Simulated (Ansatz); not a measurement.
## Ansatz input wanted

BH2F− has 4 atoms, charge -1, and is taken as a quartet. SMILES of the parent species: `[BH2-]F`. Geometry: relaxed at GFN2-xTB. That shape belongs to the parent species and isn't relaxed for this state.

```xyz
4

B    -0.0863    0.3044    0.1024
F     1.0319   -0.4688    0.7330
H    -1.1403   -0.3337    0.2562
H     0.1948    0.4981   -1.0915
```

Settings wanted:

```
basis set            : STO-3G
core potential       : none
task                 : energy
method               : CCSDTQ
dispersion           : none
reference            : UHF
accuracy             : high
frozen core orbitals : 2
```

Write the Ansatz 0.2.0 input and the command.

One that was run (others would do as well):

in.yaml:
```yaml
crystal:
  periodic: [false, false, false]
  atoms:
    - {symbol: B, position_ang: [-0.086340, 0.304430, 0.102380]}
    - {symbol: F, position_ang: [1.031910, -0.468820, 0.732960]}
    - {symbol: H, position_ang: [-1.140340, -0.333670, 0.256190]}
    - {symbol: H, position_ang: [0.194760, 0.498060, -1.091520]}
basis:
  gaussian:
    orbitals: STO-3G
total_charge: -1
magnetization:
  spin_polarized: true
  initial_magnetization: 3
correlation:
  method: ccsdtq
  frozen_orbitals: {B: 1, F: 1, H: 0}
accuracy: high
scf:
  omitted_lower_state_checks: [cluster_reference, increment]
```

```bash
$ ansatz run in.yaml --threads 1 --pin off --max-ram 2610MiB --events-out events.jsonl --progress --plain --runs-dir runs
```

Calculated total energy: -122.97237 Eh. Without diffuse functions such a state is poorly described.
